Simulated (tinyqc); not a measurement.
Worked calculation (part 1 of 2): UHF in the sto-3g basis, for CH, spin multiplicity 4. Computed by tinyqc, a small Python program that keeps every step (integrals from PySCF). Settings: charge = 0, multiplicity = 4, basis = sto-3g, energy threshold = 1e-10, iteration cap = 56, orthogonalisation = symmetric, start = core, DIIS depth = 0, method = UHF. Command: `OMP_NUM_THREADS=1 python tinyqc.py 22739 22740 out.jsonl` (the two numbers bound the seeds that draw the settings). One thread of a shared host (Intel(R) Xeon(R) Processor @ 2.60GHz), about 0.1 s of CPU time with the checks. Later iterations appear only in the table of the cycle.

## One-electron integrals

Geometry (angstrom):

| atom | x | y | z |
|---|---|---|---|
| C | 0.000000 | 0.000000 | 0.000000 |
| H | 0.000000 | 0.000000 | 1.238000 |

Basis sto-3g: exponents (1/bohr^2) and contraction coefficients of normalised primitives:

| element | l (shell) | exponent | coefficient |
|---|---|---|---|
| C | s (1) | 71.616837 | 0.154329 |
| C | s (1) | 13.045096 | 0.535328 |
| C | s (1) | 3.530512 | 0.444635 |
| C | s (2) | 2.941249 | -0.099967 |
| C | s (2) | 0.683483 | 0.399513 |
| C | s (2) | 0.222290 | 0.700115 |
| C | p (3) | 2.941249 | 0.155916 |
| C | p (3) | 0.683483 | 0.607684 |
| C | p (3) | 0.222290 | 0.391957 |
| H | s (1) | 3.425251 | 0.154329 |
| H | s (1) | 0.623914 | 0.535328 |
| H | s (1) | 0.168855 | 0.444635 |

Overlap, kinetic and nuclear-attraction integrals over the contracted functions; the nuclear repulsion is the sum of Za Zb / Rab.

nuclear repulsion = 2.56467146 hartree

overlap S:
```
           1C 1s     1C 2s    1C 2px    1C 2py    1C 2pz     2H 1s
1C 1s   1.000000  0.248362  0.000000  0.000000  0.000000  0.044164
1C 2s   0.248362  1.000000  0.000000  0.000000  0.000000  0.409191
1C 2px  0.000000  0.000000  1.000000  0.000000  0.000000  0.000000
1C 2py  0.000000  0.000000  0.000000  1.000000  0.000000  0.000000
1C 2pz  0.000000  0.000000  0.000000  0.000000  1.000000  0.412861
2H 1s   0.044164  0.409191  0.000000  0.000000  0.412861  1.000000
```

kinetic energy T (hartree):
```
            1C 1s      1C 2s    1C 2px    1C 2py    1C 2pz      2H 1s
1C 1s   15.891122  -0.085890  0.000000  0.000000  0.000000  -0.012070
1C 2s   -0.085890   0.472250  0.000000  0.000000  0.000000   0.064897
1C 2px   0.000000   0.000000  1.477728  0.000000  0.000000   0.000000
1C 2py   0.000000   0.000000  0.000000  1.477728  0.000000   0.000000
1C 2pz   0.000000   0.000000  0.000000  0.000000  1.477728   0.178997
2H 1s   -0.012070   0.064897  0.000000  0.000000  0.178997   0.760032
```

nuclear attraction V (hartree):
```
             1C 1s      1C 2s     1C 2px     1C 2py     1C 2pz      2H 1s
1C 1s   -34.080186  -4.298390   0.000000   0.000000  -0.013129  -0.776353
1C 2s    -4.298390  -5.611154   0.000000   0.000000  -0.142205  -1.892200
1C 2px    0.000000   0.000000  -5.536662   0.000000   0.000000   0.000000
1C 2py    0.000000   0.000000   0.000000  -5.536662   0.000000   0.000000
1C 2pz   -0.013129  -0.142205   0.000000   0.000000  -5.634650  -1.781273
2H 1s    -0.776353  -1.892200   0.000000   0.000000  -1.781273  -3.760567
```

core Hamiltonian H = T + V (hartree):
```
             1C 1s      1C 2s     1C 2px     1C 2py     1C 2pz      2H 1s
1C 1s   -18.189065  -4.384280   0.000000   0.000000  -0.013129  -0.788423
1C 2s    -4.384280  -5.138904   0.000000   0.000000  -0.142205  -1.827303
1C 2px    0.000000   0.000000  -4.058934   0.000000   0.000000   0.000000
1C 2py    0.000000   0.000000   0.000000  -4.058934   0.000000   0.000000
1C 2pz   -0.013129  -0.142205   0.000000   0.000000  -4.156922  -1.602276
2H 1s    -0.788423  -1.827303   0.000000   0.000000  -1.602276  -3.000535
```

## Two-electron integrals

Functions are numbered as in S; the eight-fold symmetry (ij|kl) = (ji|kl) = (kl|ij) leaves the list below.

Two-electron integrals (ij|kl) in chemists' order, unique and non-zero (hartree):
```
(11|11) 3.541948   (21|11) 0.576921   (21|21) 0.111888   (22|11) 0.854682
(22|21) 0.205284   (22|22) 0.624709   (31|31) 0.020296   (32|31) 0.030858
(32|32) 0.137996   (33|11) 0.852436   (33|21) 0.205335   (33|22) 0.624568
(33|33) 0.672833   (41|41) 0.020296   (42|41) 0.030858   (42|42) 0.137996
(43|43) 0.036269   (44|11) 0.852436   (44|21) 0.205335   (44|22) 0.624568
(44|33) 0.600295   (44|44) 0.672833   (51|51) 0.020296   (52|51) 0.030858
(52|52) 0.137996   (53|53) 0.036269   (54|54) 0.036269   (55|11) 0.852436
(55|21) 0.205335   (55|22) 0.624568   (55|33) 0.600295   (55|44) 0.600295
(55|55) 0.672833   (61|11) 0.103031   (61|21) 0.019873   (61|22) 0.036435
(61|33) 0.036312   (61|44) 0.036312   (61|51) 0.001196   (61|52) 0.002243
(61|55) 0.036695   (61|61) 0.003607   (62|11) 0.262593   (62|21) 0.063990
(62|22) 0.216214   (62|33) 0.210890   (62|44) 0.210890   (62|51) 0.006080
(62|52) 0.043070   (62|55) 0.226655   (62|61) 0.011868   (62|62) 0.100648
(63|31) 0.006307   (63|32) 0.033873   (63|53) 0.008271   (63|63) 0.011911
(64|41) 0.006307   (64|42) 0.033873   (64|54) 0.008271   (64|64) 0.011911
(65|11) 0.229872   (65|21) 0.056715   (65|22) 0.203192   (65|33) 0.193027
(65|44) 0.193027   (65|51) 0.010970   (65|52) 0.071174   (65|55) 0.223298
(65|61) 0.010978   (65|62) 0.112232   (65|65) 0.134786   (66|11) 0.421964
(66|21) 0.104556   (66|22) 0.402862   (66|33) 0.381837   (66|44) 0.381837
(66|51) 0.011981   (66|52) 0.115562   (66|55) 0.444383   (66|61) 0.019630
(66|62) 0.242175   (66|65) 0.297552   (66|66) 0.774606
```

## Orthogonalisation

S = U s U^T; symmetric (Loewdin) form X = U s^(-1/2) U^T, so that X^T S X = 1.

eigenvalues of S: 0.402458  0.818486  1.000000  1.000000  1.155451  1.623605

X:
```
            1C 1s      1C 2s    1C 2px    1C 2py     1C 2pz      2H 1s
1C 1s    1.025428  -0.138788  0.000000  0.000000  -0.009378   0.024106
1C 2s   -0.138788   1.113209  0.000000  0.000000   0.087556  -0.270303
1C 2px   0.000000   0.000000  1.000000  0.000000   0.000000   0.000000
1C 2py   0.000000   0.000000  0.000000  1.000000   0.000000   0.000000
1C 2pz  -0.009378   0.087556  0.000000  0.000000   1.086165  -0.267035
2H 1s    0.024106  -0.270303  0.000000  0.000000  -0.267035   1.171940
```

## Starting guess

The start is the orbitals of the core Hamiltonian; D(s) = C_occ C_occ^T for each spin.

D(alpha) at the start:
```
            1C 1s      1C 2s    1C 2px    1C 2py     1C 2pz      2H 1s
1C 1s    1.069229  -0.284733  0.000000  0.000000  -0.020769   0.035883
1C 2s   -0.284733   1.168157  0.000000  0.000000   0.110828  -0.141405
1C 2px   0.000000   0.000000  1.000000  0.000000   0.000000   0.000000
1C 2py   0.000000   0.000000  0.000000  1.000000   0.000000   0.000000
1C 2pz  -0.020769   0.110828  0.000000  0.000000   1.117973  -0.170479
2H 1s    0.035883  -0.141405  0.000000  0.000000  -0.170479   0.039398
```

D(beta) at the start:
```
            1C 1s      1C 2s    1C 2px    1C 2py     1C 2pz      2H 1s
1C 1s    1.054647  -0.224866  0.000000  0.000000  -0.128005   0.044652
1C 2s   -0.224866   0.922363  0.000000  0.000000   0.551107  -0.177407
1C 2px   0.000000   0.000000  0.000000  0.000000   0.000000   0.000000
1C 2py   0.000000   0.000000  0.000000  0.000000   0.000000   0.000000
1C 2pz  -0.128005   0.551107  0.000000  0.000000   0.329324  -0.105991
2H 1s    0.044652  -0.177407  0.000000  0.000000  -0.105991   0.034124
```

## Iteration 1: building the Fock matrix

J_ij = sum D_kl (ij|kl) with D = D(alpha) + D(beta), K_ij = sum D_kl (ik|jl) for each spin; F = H + J - K(s); E = tr D H + tr D J / 2 - 0.5 sum_s tr D(s) K(s) + E_nn.

Coulomb J (hartree):
```
            1C 1s     1C 2s    1C 2px    1C 2py    1C 2pz     2H 1s
1C 1s   11.413069  2.187000  0.000000  0.000000  0.025944  0.391472
1C 2s    2.187000  4.850323  0.000000  0.000000  0.115548  1.643006
1C 2px   0.000000  0.000000  4.841519  0.000000  0.000000  0.000000
1C 2py   0.000000  0.000000  0.000000  4.841519  0.000000  0.000000
1C 2pz   0.025944  0.115548  0.000000  0.000000  4.851835  1.532941
2H 1s    0.391472  1.643006  0.000000  0.000000  1.532941  2.929246
```

exchange K(alpha) (hartree):
```
           1C 1s     1C 2s    1C 2px    1C 2py    1C 2pz     2H 1s
1C 1s   3.654111  0.672648  0.000000  0.000000  0.000312  0.127192
1C 2s   0.672648  1.095483  0.000000  0.000000  0.000687  0.322297
1C 2px  0.000000  0.000000  0.903501  0.000000  0.000000  0.000000
1C 2py  0.000000  0.000000  0.000000  0.903501  0.000000  0.000000
1C 2pz  0.000312  0.000687  0.000000  0.000000  0.899910  0.229022
2H 1s   0.127192  0.322297  0.000000  0.000000  0.229022  0.175584
```

exchange K(beta) (hartree):
```
           1C 1s     1C 2s    1C 2px    1C 2py    1C 2pz     2H 1s
1C 1s   3.587952  0.584928  0.000000  0.000000  0.013634  0.109393
1C 2s   0.584928  0.570637  0.000000  0.000000  0.321399  0.249406
1C 2px  0.000000  0.000000  0.133952  0.000000  0.000000  0.000000
1C 2py  0.000000  0.000000  0.000000  0.133952  0.000000  0.000000
1C 2pz  0.013634  0.321399  0.000000  0.000000  0.289381  0.180068
2H 1s   0.109393  0.249406  0.000000  0.000000  0.180068  0.135765
```

F(alpha) (hartree):
```
             1C 1s      1C 2s     1C 2px     1C 2py     1C 2pz      2H 1s
1C 1s   -10.430107  -2.869928   0.000000   0.000000   0.012503  -0.524143
1C 2s    -2.869928  -1.384064   0.000000   0.000000  -0.027344  -0.506594
1C 2px    0.000000   0.000000  -0.120916   0.000000   0.000000   0.000000
1C 2py    0.000000   0.000000   0.000000  -0.120916   0.000000   0.000000
1C 2pz    0.012503  -0.027344   0.000000   0.000000  -0.204997  -0.298357
2H 1s    -0.524143  -0.506594   0.000000   0.000000  -0.298357  -0.246873
```

F(beta) (hartree):
```
             1C 1s      1C 2s    1C 2px    1C 2py     1C 2pz      2H 1s
1C 1s   -10.363947  -2.782207  0.000000  0.000000  -0.000819  -0.506344
1C 2s    -2.782207  -0.859218  0.000000  0.000000  -0.348056  -0.433703
1C 2px    0.000000   0.000000  0.648633  0.000000   0.000000   0.000000
1C 2py    0.000000   0.000000  0.000000  0.648633   0.000000   0.000000
1C 2pz   -0.000819  -0.348056  0.000000  0.000000   0.405533  -0.249402
2H 1s    -0.506344  -0.433703  0.000000  0.000000  -0.249402  -0.207053
```

total energy of this density = -37.18654877 hartree

## Iteration 1: diagonalisation and new density

Diagonalise F' = X^T F X, C = X C', fill 5 alpha and 2 beta electrons from the bottom; D(s) = C_occ C_occ^T. Each column has its largest component positive (the first on a tie).

F' = X^T F X (alpha) (hartree):
```
            1          2          3          4          5          6
1  -10.199926  -1.516547   0.000000   0.000000  -0.007298  -0.055955
2   -1.516547  -0.774853   0.000000   0.000000   0.080276  -0.302458
3    0.000000   0.000000  -0.120916   0.000000   0.000000   0.000000
4    0.000000   0.000000   0.000000  -0.120916   0.000000   0.000000
5   -0.007298   0.080276   0.000000   0.000000  -0.077583  -0.312949
6   -0.055955  -0.302458   0.000000   0.000000  -0.312949   0.050506
```

orbital energies (alpha) (hartree): MO1 -10.438933, MO2 -0.660114, MO3 -0.293154, MO4 -0.120916, MO5 -0.120916, MO6 0.390345

coefficients C (alpha):
```
              MO1        MO2        MO3       MO4        MO5        MO6
1C 1s    0.991614  -0.263525   0.090534  0.000000   0.000000   0.102435
1C 2s    0.033156   0.913113  -0.403957  0.000000   0.000000  -0.584098
1C 2px   0.000000   0.000000   0.000000  0.793048  -0.609159   0.000000
1C 2py   0.000000   0.000000   0.000000  0.609159   0.793048   0.000000
1C 2pz   0.001502   0.074101   0.732800  0.000000   0.000000  -0.846362
2H 1s   -0.006698   0.211512   0.432986  0.000000   0.000000   1.134080
```

F' = X^T F X (beta) (hartree):
```
            1          2         3         4          5          6
1  -10.145349  -1.500032  0.000000  0.000000   0.020355  -0.057415
2   -1.500032  -0.249730  0.000000  0.000000  -0.235955  -0.273479
3    0.000000   0.000000  0.648633  0.000000   0.000000   0.000000
4    0.000000   0.000000  0.000000  0.648633   0.000000   0.000000
5    0.020355  -0.235955  0.000000  0.000000   0.556972  -0.335008
6   -0.057415  -0.273479  0.000000  0.000000  -0.335008   0.064031
```

orbital energies (beta) (hartree): MO1 -10.368663, MO2 -0.412088, MO3 0.266589, MO4 0.648633, MO5 0.648633, MO6 0.740086

coefficients C (beta):
```
              MO1        MO2        MO3        MO4       MO5        MO6
1C 1s    0.994075  -0.187456  -0.217797   0.000000  0.000000   0.025965
1C 2s    0.023887   0.611776   0.981756   0.000000  0.000000   0.023292
1C 2px   0.000000   0.000000   0.000000  -0.403457  0.914998   0.000000
1C 2py   0.000000   0.000000   0.000000   0.914998  0.403457   0.000000
1C 2pz   0.002848   0.305090   0.055229   0.000000  0.000000   1.078276
2H 1s   -0.005346   0.462594  -0.928748   0.000000  0.000000  -0.664682
```

D(alpha) after iteration 1:
```
            1C 1s      1C 2s    1C 2px    1C 2py     1C 2pz      2H 1s
1C 1s    1.060941  -0.244322  0.000000  0.000000   0.048305  -0.023180
1C 2s   -0.244322   0.998057  0.000000  0.000000  -0.228307   0.018005
1C 2px   0.000000   0.000000  1.000000  0.000000   0.000000   0.000000
1C 2py   0.000000   0.000000  0.000000  1.000000   0.000000   0.000000
1C 2pz   0.048305  -0.228307  0.000000  0.000000   0.542489   0.332955
2H 1s   -0.023180   0.018005  0.000000  0.000000   0.332955   0.232259
```

D(beta) after iteration 1:
```
            1C 1s      1C 2s    1C 2px    1C 2py     1C 2pz      2H 1s
1C 1s    1.023324  -0.090936  0.000000  0.000000  -0.054360  -0.092031
1C 2s   -0.090936   0.374841  0.000000  0.000000   0.186715   0.282876
1C 2px   0.000000   0.000000  0.000000  0.000000   0.000000   0.000000
1C 2py   0.000000   0.000000  0.000000  0.000000   0.000000   0.000000
1C 2pz  -0.054360   0.186715  0.000000  0.000000   0.093088   0.141117
2H 1s   -0.092031   0.282876  0.000000  0.000000   0.141117   0.214022
```

Within a degenerate level the vectors are fixed only up to a rotation; this is one choice.

## Iteration 2: building the Fock matrix

As before.

Coulomb J (hartree):
```
            1C 1s     1C 2s    1C 2px    1C 2py    1C 2pz     2H 1s
1C 1s   10.956119  2.084807  0.000000  0.000000  0.016318  0.372667
1C 2s    2.084807  4.641655  0.000000  0.000000  0.132605  1.635749
1C 2px   0.000000  0.000000  4.623115  0.000000  0.000000  0.000000
1C 2py   0.000000  0.000000  0.000000  4.623115  0.000000  0.000000
1C 2pz   0.016318  0.132605  0.000000  0.000000  4.662693  1.567567
2H 1s    0.372667  1.635749  0.000000  0.000000  1.567567  3.167846
```

exchange K(alpha) (hartree):
```
           1C 1s      1C 2s    1C 2px    1C 2py     1C 2pz     2H 1s
1C 1s   3.636736   0.660053  0.000000  0.000000   0.002359  0.123988
1C 2s   0.660053   1.049620  0.000000  0.000000  -0.034480  0.403783
1C 2px  0.000000   0.000000  0.882161  0.000000   0.000000  0.000000
1C 2py  0.000000   0.000000  0.000000  0.882161   0.000000  0.000000
1C 2pz  0.002359  -0.034480  0.000000  0.000000   0.763780  0.379723
2H 1s   0.123988   0.403783  0.000000  0.000000   0.379723  0.531099
```

exchange K(beta) (hartree):
```
           1C 1s     1C 2s    1C 2px    1C 2py    1C 2pz     2H 1s
1C 1s   3.556854  0.588430  0.000000  0.000000  0.001147  0.105128
1C 2s   0.588430  0.468417  0.000000  0.000000  0.259474  0.357344
1C 2px  0.000000  0.000000  0.093147  0.000000  0.000000  0.000000
1C 2py  0.000000  0.000000  0.000000  0.093147  0.000000  0.000000
1C 2pz  0.001147  0.259474  0.000000  0.000000  0.259634  0.298154
2H 1s   0.105128  0.357344  0.000000  0.000000  0.298154  0.475684
```

F(alpha) (hartree):
```
             1C 1s      1C 2s     1C 2px     1C 2py     1C 2pz      2H 1s
1C 1s   -10.869681  -2.959526   0.000000   0.000000   0.000831  -0.539744
1C 2s    -2.959526  -1.546870   0.000000   0.000000   0.024880  -0.595338
1C 2px    0.000000   0.000000  -0.317981   0.000000   0.000000   0.000000
1C 2py    0.000000   0.000000   0.000000  -0.317981   0.000000   0.000000
1C 2pz    0.000831   0.024880   0.000000   0.000000  -0.258009  -0.414432
2H 1s    -0.539744  -0.595338   0.000000   0.000000  -0.414432  -0.363788
```

F(beta) (hartree):
```
             1C 1s      1C 2s    1C 2px    1C 2py     1C 2pz      2H 1s
1C 1s   -10.789799  -2.887902  0.000000  0.000000   0.002043  -0.520885
1C 2s    -2.887902  -0.965666  0.000000  0.000000  -0.269075  -0.548898
1C 2px    0.000000   0.000000  0.471033  0.000000   0.000000   0.000000
1C 2py    0.000000   0.000000  0.000000  0.471033   0.000000   0.000000
1C 2pz    0.002043  -0.269075  0.000000  0.000000   0.246137  -0.332863
2H 1s    -0.520885  -0.548898  0.000000  0.000000  -0.332863  -0.308373
```

total energy of this density = -37.76278070 hartree

## Iteration 2: diagonalisation and new density

As before.

F' = X^T F X (alpha) (hartree):
```
            1          2          3          4          5          6
1  -10.639610  -1.536149   0.000000   0.000000  -0.031408  -0.047685
2   -1.536149  -0.898143   0.000000   0.000000   0.182350  -0.376616
3    0.000000   0.000000  -0.317981   0.000000   0.000000   0.000000
4    0.000000   0.000000   0.000000  -0.317981   0.000000   0.000000
5   -0.031408   0.182350   0.000000   0.000000  -0.068025  -0.445607
6   -0.047685  -0.376616   0.000000   0.000000  -0.445607   0.010850
```

orbital energies (alpha) (hartree): MO1 -10.877115, MO2 -0.821645, MO3 -0.445042, MO4 -0.317981, MO5 -0.317981, MO6 0.548874

coefficients C (alpha):
```
              MO1        MO2        MO3       MO4        MO5        MO6
1C 1s    0.992451  -0.262032   0.077912  0.000000   0.000000   0.108363
1C 2s    0.030044   0.913946  -0.378644  0.000000   0.000000  -0.599714
1C 2px   0.000000   0.000000   0.000000  0.957341  -0.288960   0.000000
1C 2py   0.000000   0.000000   0.000000  0.288960   0.957341   0.000000
1C 2pz   0.002267  -0.009594   0.683505  0.000000   0.000000  -0.889686
2H 1s   -0.006292   0.227550   0.513599  0.000000   0.000000   1.096720
```

F' = X^T F X (beta) (hartree):
```
            1          2         3         4          5          6
1  -10.564933  -1.550122  0.000000  0.000000   0.006687  -0.039745
2   -1.550122  -0.278300  0.000000  0.000000  -0.108449  -0.407070
3    0.000000   0.000000  0.471033  0.000000   0.000000   0.000000
4    0.000000   0.000000  0.000000  0.471033   0.000000   0.000000
5    0.006687  -0.108449  0.000000  0.000000   0.429711  -0.411968
6   -0.039745  -0.407070  0.000000  0.000000  -0.411968   0.042625
```

orbital energies (beta) (hartree): MO1 -10.794363, MO2 -0.540770, MO3 0.248127, MO4 0.471033, MO5 0.471033, MO6 0.716110

coefficients C (beta):
```
              MO1        MO2        MO3        MO4       MO5        MO6
1C 1s    0.994290  -0.175363  -0.215891   0.000000  0.000000  -0.073892
1C 2s    0.023065   0.556442   0.908827   0.000000  0.000000   0.450666
1C 2px   0.000000   0.000000   0.000000  -0.550103  0.835097   0.000000
1C 2py   0.000000   0.000000   0.000000   0.835097  0.550103   0.000000
1C 2pz   0.002335   0.265164  -0.376925   0.000000  0.000000   1.022950
2H 1s   -0.005238   0.534463  -0.561063   0.000000  0.000000  -0.958085
```

D(alpha) after iteration 2:
```
            1C 1s      1C 2s    1C 2px    1C 2py     1C 2pz      2H 1s
1C 1s    1.059691  -0.239167  0.000000  0.000000   0.058017  -0.025855
1C 2s   -0.239167   0.979570  0.000000  0.000000  -0.267505   0.013309
1C 2px   0.000000   0.000000  1.000000  0.000000   0.000000   0.000000
1C 2py   0.000000   0.000000  0.000000  1.000000   0.000000   0.000000
1C 2pz   0.058017  -0.267505  0.000000  0.000000   0.467276   0.348850
2H 1s   -0.025855   0.013309  0.000000  0.000000   0.348850   0.315602
```

D(beta) after iteration 2:
```
            1C 1s      1C 2s    1C 2px    1C 2py     1C 2pz      2H 1s
1C 1s    1.019365  -0.074646  0.000000  0.000000  -0.044179  -0.098934
1C 2s   -0.074646   0.310159  0.000000  0.000000   0.147602   0.297277
1C 2px   0.000000   0.000000  0.000000  0.000000   0.000000   0.000000
1C 2py   0.000000   0.000000  0.000000  0.000000   0.000000   0.000000
1C 2pz  -0.044179   0.147602  0.000000  0.000000   0.070317   0.141708
2H 1s   -0.098934   0.297277  0.000000  0.000000   0.141708   0.285678
```

Within a degenerate level the vectors are fixed only up to a rotation; this is one choice.
